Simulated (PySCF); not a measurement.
Ar: ionisation energy

Ar [Ar] (1S) → Ar⁺ [Ne] 3s2 3p5 (2P), as a difference of total energies. All numbers are calculated (PySCF 2.14, scalar relativity by spin-free X2C-1e, in x2c-QZVPPall with one added diffuse shell each of s, p, d, f type (10s7p5d3f1g, 86 functions)). Correlated levels: valence: [Ne] frozen; valence and next inner shell: 1s2 frozen. The calculations carry no spin-orbit coupling.

```
                                method  ionisation energy (eV)  plus first-order spin-orbit estimate  error of that sum (eV)
                                   UHF                  14.529                                14.472                  -1.288
                                   LDA                  15.972                                15.916                  +0.156
                                   PBE                  15.684                                15.627                  -0.133
                                  PBE0                  15.693                                15.636                  -0.124
                                r2SCAN                  15.742                                15.686                  -0.074
                                revPBE                  15.621                                15.564                  -0.196
                                B2PLYP                  15.701                                15.644                  -0.116
                                  MN15                  15.754                                15.697                  -0.063
                               wB97X-V                  15.741                                15.685                  -0.075
                         MP2 (valence)                  15.810                                15.753                  -0.007
                     SCS-MP2 (valence)                  15.719                                15.662                  -0.098
    MP2 (valence and next inner shell)                  15.825                                15.768                  +0.008
SCS-MP2 (valence and next inner shell)                  15.730                                15.674                  -0.086
```

Reference: 15.760 eV (measured; NIST Atomic Spectra Database, ionization energies).

A first-order spin-orbit estimate (lowest level to lowest level, LS coupling) adds -0.057 eV.

Errors of the correlated levels include the incompleteness of this basis and the frozen core.
